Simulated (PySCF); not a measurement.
Bond curve of LiB

Set-up: Li def2-TZVP, B def2-TZVP; no relativity (PySCF 2.14). Energies in eV from Li + B in their ground configurations at the same level. State: ³Π (triplet), unpaired electrons σ ↑, π ↑.

All columns are PBE0. A positive dipole means Li(−)B(+).

```
R (Å)  E (eV)  μ (D)  Mulliken charge on Li (basis-dependent)  HOMO (eV)  LUMO (eV)  Mayer bond order  ⟨S²⟩
1.835  -1.032  -5.35                                     0.59      -4.17      -1.85              0.71  2.00
1.921  -1.196  -5.48                                     0.57      -4.08      -1.78              0.73  2.00
2.006  -1.289  -5.62                                     0.55      -4.01      -1.72              0.75  2.00
2.070  -1.322  -5.71                                     0.54      -3.96      -1.68              0.76  2.00
2.134  -1.331  -5.80                                     0.53      -3.92      -1.64              0.77  2.00
2.198  -1.321  -5.89                                     0.51      -3.88      -1.61              0.78  2.00
2.283  -1.285  -5.98                                     0.50      -3.84      -1.58              0.78  2.00
2.390  -1.215  -6.07                                     0.48      -3.81      -1.66              0.78  2.01
2.518  -1.108  -6.12                                     0.46      -3.80      -1.76              0.78  2.01
2.689  -0.953  -6.06                                     0.42      -3.82      -1.88              0.75  2.01
```

A fit through these points gives, at Re = 2.130 Å, μ = -5.80 D and dμ/dR = -1.38 D/Å; the reduced mass is 4.285 u.

How strong is the fundamental in the double-harmonic approximation, I = 42.26·(dμ/dR)²/μred km/mol?

I = 42.26·(-1.38)²/4.285 = 18.8 km/mol at PBE0.

The state was picked by a PBE0 search and need not be the measured ground state.
